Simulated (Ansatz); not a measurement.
Input file:

```yaml
crystal:
  periodic: [false, false, false]
  atoms:
    - {symbol: Ta, position_ang: [0.000000, 0.000000, 0.000000]}
    - {symbol: Ge, position_ang: [0.000000, 0.000000, 2.504400]}
basis:
  gaussian: {orbitals: def2-SVP}
total_charge: 1
magnetization: {spin_polarized: false, initial_magnetization: 6}
hamiltonian: {xc: hf}
output: {forces: true, orbitals: {seedname: orbitals}}
```

```sh
$ ansatz run in.yaml --threads 1 --pin off --events-out ev --progress --plain --max-ram 2393MiB
```

Log:

```
630 factors; integrals over basis functions are off by at most 4.4e-4 eV
mean field evaluation 1: about -57989.9505 eV, gradient 1.6e1 eV
mean field evaluation 2: about -57990.0356 eV, gradient 1.5e1 eV
mean field evaluation 4: about -57991.4875 eV, gradient 4.0e0 eV
mean field evaluation 8: about -57991.6059 eV, gradient 3.9e-1 eV
mean field evaluation 16: about -57991.6141 eV, gradient 1.3e-5 eV
mean field evaluation 32: about -57990.0879 eV, gradient 1.7e-1 eV
mean field evaluation 64: about -57991.5138 eV, gradient 7.6e-1 eV
mean field evaluation 96: about -57988.1686 eV, gradient 1.0e1 eV
mean field evaluation 128: about -57989.2117 eV, gradient 1.0e1 eV
mean field evaluation 160: about -57989.2936 eV, gradient 1.2e1 eV
mean field evaluation 192: about -57991.1822 eV, gradient 3.5e-1 eV
mean field evaluation 224: about -57991.6141 eV, gradient 1.0e-2 eV
mean field evaluation 256: about -57978.8877 eV, gradient 9.3e0 eV
mean field -57991.61408746 eV, -2131.1525095863 hartree, gradient 3.0e-7 eV, S^2 12.000000; 4 other end points of the search recorded, 0 dependent functions left out
the calculation of the forces begins
reference -57991.61408746 eV, -2131.1525095863 hartree; 25, 19 occupied and 39, 45 virtual orbitals, 630 factors
Total energy: -57991.61408746 eV, -2131.1525095863 hartree
Atom 0 at     0.000000     0.000000     0.000000 Å, force     0.000000     0.000000    -0.281761 eV/Å
Atom 1 at     0.000000     0.000000     2.504400 Å, force    -0.000000    -0.000000     0.281761 eV/Å
Dipole moment:    -0.000000     0.000000    -0.518114 e Å
```

Forces (eV/Å):
```
Ta   0.000  0.000 -0.282
Ge   0.000  0.000  0.282
```

Ran on 1 thread of Intel Xeon 6975P-C, shared host: 3 s wall, 0.15 GiB peak host memory.
